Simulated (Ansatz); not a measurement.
## Worked example: correlation energy of CF, sextet

Geometry: that of the CF, quartet, kept fixed. The doublet lies 17.0 eV lower here.

```yaml
atoms:
  - { symbol: C, position_ang: [0.0000, 0.0000, 0.0000] }
  - { symbol: F, position_ang: [0.0000, 0.0000, 1.3159] }
```

Basis cc-pVDZ; Ansatz 0.2.0. Correlated methods freeze the noble-gas cores, which leaves 11 electrons in 26 orbitals. Prefix R: restricted or restricted open-shell reference; prefix U: unrestricted.

Full CI isn't at hand for all of this; UCCSDTQ serves as the reference, and is uncertain by about the last step of the cluster series.

Runs differ by some tens of microhartree through their thresholds and, for an open shell, their frozen cores, so steps under 0.03 kcal/mol mean nothing.

```tsv
level	total energy (hartree)
UHF	-136.650668
UMP2	-136.831708
UCCSD	-136.850340
UCCSD(T)	-136.852652
UCCSDT	-136.852911
UCCSDT(Q)	-136.853034
UCCSDTQ	-136.853045
```

Problem. What is the correlation energy at UCCSDTQ, and what share of it do UMP2 and UCCSD recover?

Solution. E(corr) = -136.853045 − (-136.650668) = -0.202377 hartree = -5.507 eV. UMP2: -0.181040 / -0.202377 = 89.46 %. UCCSD: -0.199672 / -0.202377 = 98.66 %.

Problem. By how many kcal/mol does UCCSD(T) miss UCCSDTQ (1 hartree = 627.509 kcal/mol), and which steps make up the rest?

Solution. -136.852652 − (-136.853045) = 0.000393 hartree = 0.25 kcal/mol. Steps: UCCSDT − UCCSD(T) = -0.16, UCCSDT(Q) − UCCSDT = -0.08, UCCSDTQ − UCCSDT(Q) = -0.01 kcal/mol. That is within 1 kcal/mol of the reference in this basis, which itself misses far more of the correlation at the basis-set limit.
